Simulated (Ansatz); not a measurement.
One crystal and one scan (energy against volume) at two levels, r2SCAN (plane waves to 500 eV, PAW, scalar-relativistic; Ansatz, a quantum-chemistry and plane-wave program) and PBE (plane waves to 420 eV, PAW, scalar-relativistic; Ansatz), each from its own relaxed cell and on its own mesh. The cell shown is that of r2SCAN.

Li (bcc, W type)

```
CELL_PARAMETERS angstrom
     -1.73814     1.73814     1.73814
      1.73814    -1.73814     1.73814
      1.73814     1.73814    -1.73814
ATOMIC_POSITIONS crystal
  Li 0.00000 0.00000 0.00000
```

Equation-of-state scan: isotropic scaling of the cell above, V₀ being its volume. Symmetry pins the atoms to their sites.

E stands for the smeared free energy. Li was relaxed with its symmetry unable to fall. The PAW data are Ansatz's earlier set. Percentages come from the unrounded values. Both scans cover V/V₀ from 0.840 to 1.160.

Results of r2SCAN:

- Lattice constant a (Å) = 3.476
- Pressure at the smallest volume (GPa) = 3.0
- Bulk modulus B₀ (third-order Birch-Murnaghan fit) (GPa) = 13.1

Q: What does PBE give for the same quantities?

A: 
```tsv
quantity	PBE	r2SCAN − PBE
Lattice constant a (Å)	3.435	+0.041 (+1.2 %)
Pressure at the smallest volume (GPa)	3.2	-0.2 (-6 %)
Bulk modulus B₀ (third-order Birch-Murnaghan fit) (GPa)	13.9	-0.8 (-6 %)
```

r2SCAN gives the higher value for: lattice constant a. r2SCAN gives the lower value for: bulk modulus B₀. For the lattice constant a the reference is 3.449 Å (measured, corrected to the static lattice; as given in Gábor I. Csonka, John P. Perdew, Adrienn Ruzsinszky et al., Physical Review B (2009), arXiv:0903.4037): PBE lies nearer. For the bulk modulus B₀ the reference is 13.8 GPa (measured, corrected to the static lattice; as given in H. Levämäki, M. P. J. Punkkinen, K. Kokko et al., Physical Review B (2014), arXiv:1402.3671): within its tolerance of 5.3 % it doesn't tell which level is nearer. 

(A scan under strain: stresses follow from slopes of the energy per volume, elastic moduli from its curvatures.)
